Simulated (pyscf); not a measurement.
Thermochemistry of product channels of HC≡C–CH=CH₂ (SMILES C#CC=C) on the singlet surface, in kcal/mol, from ωB97M-D3(BJ)/def2-TZVP energies (ideal gas, 1 atm, RRHO with modes under 100 cm⁻¹ raised to 100, one conformer, R ln 2 for rigid chiral ones). Optimised with ωB97X-D3(BJ)/def2-SVP in PySCF.

| products | ΔE | ΔH(298 K) | ΔG(298 K) | ΔG(600 K) |
|---|---|---|---|---|
| C₄H₄ (SMILES C=C1C=C1) | +20.2 | +19.8 | +20.8 | +21.8 |
| C₄H₄ (SMILES [CH]C1C=C1) [singlet] | +88.3 | +86.5 | +86.5 | +86.5 |
| HC≡C–C≡CH (SMILES C#CC#C) + H₂ (SMILES [H][H]) | … | +43.1 | +36.0 | +28.1 |
| HC≡CH (SMILES C#C) + HC≡CH (SMILES C#C) | +44.9 | +41.9 | +33.3 | … |
| :HC–CH=C=CH₂ (SMILES [CH]C=C=C) [singlet] | +66.6 | +64.5 | +63.8 | … |
| H₂C=C=C=CH₂ (SMILES C=C=C=C) | +7.2 | +6.7 | +7.4 | +8.1 |

### Question
Fill in the missing entries.

### Answer

- HC≡C–C≡CH (SMILES C#CC#C) + H₂ (SMILES [H][H]), ΔE: +49.5
- HC≡CH (SMILES C#C) + HC≡CH (SMILES C#C), ΔG(600 K): +24.2
- :HC–CH=C=CH₂ (SMILES [CH]C=C=C) [singlet], ΔG(600 K): +63.1

These are energies of the channels, which say nothing of barriers. 2 of the closed-shell references are unstable towards spin polarisation; treat their single-reference values with care.
